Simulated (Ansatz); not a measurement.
Rutile SnO2, treated with r²SCAN+rVV10 in Ansatz (plane waves, PAW).

Run with plane-wave cutoff 560 eV, 8×8×10 k mesh (along the axes of the cell as run), Fermi–Dirac smearing 0.01 eV, scalar-relativistic PAW data made under PBE.

Shape and atoms are relaxed at each volume.

The direct gap at Γ against volume; x = 100 ln(V/12.002 Å³). One gap is withheld.

```csv
V (Å³/atom),x,gap (eV)
11.522,-4.08,?
11.762,-2.02,2.042
12.002,0.00,1.815
12.242,1.98,1.602
12.482,3.92,1.404
```

**Question.** Fit a straight line to the rows shown, give the volume deformation potential and predict the withheld gap.

**Answer.** Means of the 4 rows: x̄ = 0.970, ȳ = 1.7157 eV. Σ(x − x̄)(y − ȳ) = -2.1063 and Σ(x − x̄)² = 19.604, so the slope is -0.1074 eV per unit of x, and dE_g/d ln V = -10.7 eV. At x = -4.08: 1.7157 + (-0.1074) × (-4.08 − (0.970)) = 2.258 eV. The run gives 2.284 eV, 0.026 eV above the line, as the curve bends the same way over all rows.

Measured, for comparison: band gap 3.81 eV (zero-point renormalisation of 215 meV (computed, non-adiabatic AHC, without the lattice-expansion part) added back here to the 1.8 K gap of; inputs from Miglio et al. (2020), arXiv:2011.12765).

Spin–orbit coupling is not included.

Note: the bulk modulus comes from volumes at which shape and atoms were relaxed.

Ansatz is an electronic-structure program.
